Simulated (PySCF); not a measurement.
A geometry optimisation, step by step.

Compound: H2O3P (charge -1).
Atom-mapped SMILES: `[O:1]=[P@H:2]([O-:3])[OH:4]` (hydrogens: H5 on P2; H6 on O4)
Bond orders are those of one Lewis drawing.

Computed by this run: PySCF 2.14.0, PBE0-D3(BJ)/def2-SVP geometry optimisation, gas phase; density fitting, grid level 1; the optimiser is geomeTRIC in internal coordinates, started from a GFN2-xTB structure with every atom displaced at random (about 0.01 Å). The frame can shift and turn from step to step; on so coarse a grid that alone can change the energy by a few meV, and forces under 0.02 eV/Å are noise.

Step 0: E = -15447.3586 eV, largest atomic force 1.513 eV/Å
```
atom  x, y, z in Å  |  force x, y, z in eV/Å
O1     -1.065   -1.087   -0.967   -0.521  -1.190  -0.775
P2     -0.423   -0.086   -0.091    0.811   0.109  -0.339
O3     -0.634    1.382   -0.274    0.188   0.890   0.196
O4      1.263   -0.343   -0.094   -0.861  -0.604  -0.143
H5     -0.644   -0.434    1.250   -0.229  -0.177   0.926
H6      1.528    0.537    0.132    0.612   0.972   0.135
```

Step 1: E = -15447.4484 eV, largest atomic force 0.268 eV/Å
```
atom  x, y, z in Å  |  force x, y, z in eV/Å
O1     -0.776   -0.970   -0.783    0.130   0.138   0.111
P2     -0.197    0.087    0.113   -0.035   0.007   0.087
O3     -0.446    1.570   -0.024   -0.045  -0.015  -0.006
O4      1.478   -0.066    0.129    0.127   0.055   0.070
H5     -0.456   -0.289    1.498   -0.013  -0.002  -0.152
H6      1.780    0.840    0.289   -0.163  -0.183  -0.109
```

Step 2: E = -15447.4541 eV, largest atomic force 0.110 eV/Å
```
atom  x, y, z in Å  |  force x, y, z in eV/Å
O1     -0.757   -0.964   -0.783   -0.003   0.035  -0.001
P2     -0.193    0.092    0.120   -0.074  -0.079  -0.016
O3     -0.445    1.573   -0.020    0.043  -0.006   0.017
O4      1.480   -0.074    0.143    0.018   0.016   0.086
H5     -0.472   -0.291    1.493    0.008   0.008  -0.032
H6      1.769    0.837    0.269    0.007   0.026  -0.053
```

Step 3: E = -15447.4573 eV, largest atomic force 0.094 eV/Å
```
atom  x, y, z in Å  |  force x, y, z in eV/Å
O1     -0.747   -0.960   -0.790   -0.049  -0.015  -0.039
P2     -0.192    0.090    0.123    0.009  -0.033  -0.030
O3     -0.434    1.573   -0.016    0.014   0.028   0.001
O4      1.481   -0.077    0.166   -0.005  -0.042   0.079
H5     -0.489   -0.294    1.488   -0.003  -0.018   0.024
H6      1.763    0.840    0.252    0.035   0.081  -0.034
```

Step 4: E = -15447.4619 eV, largest atomic force 0.141 eV/Å
```
atom  x, y, z in Å  |  force x, y, z in eV/Å
O1     -0.721   -0.947   -0.814   -0.052  -0.075  -0.108
P2     -0.188    0.087    0.128    0.066   0.067   0.041
O3     -0.409    1.574   -0.010   -0.002   0.040  -0.045
O4      1.484   -0.079    0.242   -0.057  -0.079   0.029
H5     -0.540   -0.307    1.471   -0.003  -0.044   0.085
H6      1.755    0.844    0.206    0.049   0.091  -0.002
```

Step 5: E = -15447.4628 eV, largest atomic force 0.113 eV/Å
```
atom  x, y, z in Å  |  force x, y, z in eV/Å
O1     -0.710   -0.941   -0.828   -0.048  -0.046  -0.039
P2     -0.189    0.087    0.129    0.097   0.058  -0.011
O3     -0.401    1.576   -0.017   -0.032   0.009  -0.005
O4      1.481   -0.079    0.270   -0.022  -0.033   0.021
H5     -0.555   -0.314    1.469   -0.015  -0.013   0.026
H6      1.755    0.843    0.200    0.020   0.026   0.008
```

Step 6: E = -15447.4632 eV, largest atomic force 0.024 eV/Å
```
atom  x, y, z in Å  |  force x, y, z in eV/Å
O1     -0.707   -0.939   -0.835    0.011  -0.002  -0.005
P2     -0.187    0.089    0.125   -0.002   0.011   0.017
O3     -0.402    1.577   -0.022    0.009  -0.013  -0.005
O4      1.481   -0.080    0.284   -0.012   0.017  -0.013
H5     -0.563   -0.315    1.463   -0.006   0.005  -0.007
H6      1.761    0.840    0.206    0.000  -0.017   0.013
```

Step 7: E = -15447.4634 eV, largest atomic force 0.023 eV/Å
```
atom  x, y, z in Å  |  force x, y, z in eV/Å
O1     -0.703   -0.938   -0.839    0.017   0.010   0.012
P2     -0.187    0.090    0.123   -0.015  -0.006  -0.003
O3     -0.401    1.578   -0.025    0.008  -0.009   0.001
O4      1.480   -0.081    0.288    0.000   0.014  -0.007
H5     -0.569   -0.314    1.461   -0.003   0.008  -0.014
H6      1.763    0.839    0.215   -0.007  -0.018   0.010
```

Step 8: E = -15447.4638 eV, largest atomic force 0.087 eV/Å
```
atom  x, y, z in Å  |  force x, y, z in eV/Å
O1     -0.685   -0.933   -0.861    0.021   0.043   0.046
P2     -0.186    0.093    0.112   -0.047  -0.059  -0.043
O3     -0.389    1.582   -0.041    0.003   0.012   0.007
O4      1.474   -0.089    0.313    0.038  -0.006   0.005
H5     -0.601   -0.309    1.441    0.001   0.014  -0.020
H6      1.770    0.828    0.258   -0.015  -0.004   0.005
```

Step 9: E = -15447.4641 eV, largest atomic force 0.077 eV/Å
```
atom  x, y, z in Å  |  force x, y, z in eV/Å
O1     -0.673   -0.928   -0.877    0.011   0.032   0.036
P2     -0.185    0.096    0.104   -0.042  -0.049  -0.043
O3     -0.377    1.585   -0.052    0.001   0.019   0.006
O4      1.470   -0.096    0.331    0.038  -0.018   0.010
H5     -0.626   -0.303    1.425    0.004   0.008  -0.010
H6      1.772    0.819    0.291   -0.013   0.008   0.001
```

Step 10: E = -15447.4642 eV, largest atomic force 0.027 eV/Å
```
atom  x, y, z in Å  |  force x, y, z in eV/Å
O1     -0.667   -0.925   -0.886    0.000   0.009   0.009
P2     -0.185    0.097    0.099   -0.015  -0.017  -0.014
O3     -0.369    1.587   -0.058    0.000   0.011   0.001
O4      1.469   -0.102    0.340    0.018  -0.013   0.006
H5     -0.638   -0.299    1.416    0.000   0.002   0.000
H6      1.772    0.813    0.311   -0.004   0.008  -0.001
```

Task: Summarise the path.

Result: The energy falls by 0.1056 eV from step 0 to step 10; nine tenths of that is first reached at step 2. It falls at every step. The largest force goes from 1.513 to 0.027 eV/Å. Among the bonds P2–H5 changes most, from 1.403 to 1.448 Å; the atoms move by 0.111 Å rms after alignment.

Task: Follow the three bonds and two angles with the largest change from start to end.

Result: 
```tsv
step	E above end (eV)	largest force (eV/Å)	P2–H5 (Å)	P2–O4 (Å)	O1=P2 (Å)	P2–O4–H6 (°)	O1–P2–O3 (°)
0	0.1056	1.513	1.403	1.705	1.476	97.8	122.1
1	0.0159	0.268	1.459	1.682	1.502	103.1	125.0
2	0.0101	0.110	1.452	1.682	1.499	101.9	124.9
3	0.0070	0.094	1.448	1.682	1.498	101.5	125.0
4	0.0023	0.141	1.443	1.684	1.497	100.5	124.8
5	0.0014	0.113	1.446	1.684	1.498	100.4	124.5
6	0.0010	0.024	1.448	1.684	1.499	100.6	124.3
7	0.0009	0.023	1.448	1.684	1.499	100.8	124.3
8	0.0004	0.087	1.449	1.682	1.500	101.1	124.3
9	0.0002	0.077	1.448	1.682	1.500	101.2	124.4
10	0.0000	0.027	1.448	1.682	1.499	101.1	124.4
```

The cost below is that of the whole optimisation. On one thread of an Intel Xeon Platinum 8259CL at 2.50 GHz (shared host), this took 18 s wall and 0.31 GiB of memory at its peak.
